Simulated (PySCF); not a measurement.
Gas-phase reaction: 4 CH2Cl2 + C2H4 → 2 CCl4 + 2 C2H6

Method: PySCF energies plus ideal-gas RRHO corrections (1 bar). The comparison is the NASA 1993 polynomial table, which mixes measured and estimated data. † marks an energy on the PBE0/def2-TZVP geometry and frequencies; other levels use their own. All species are closed-shell singlets.

BLYP/def2-TZVP† gives ΔH°(298 K) = 11.5 kJ.

Problem. What does PBE/def2-SVP give, and where does the table lie?

Solution. PBE/def2-SVP: -76.8 kJ. Table: -30.2 kJ.
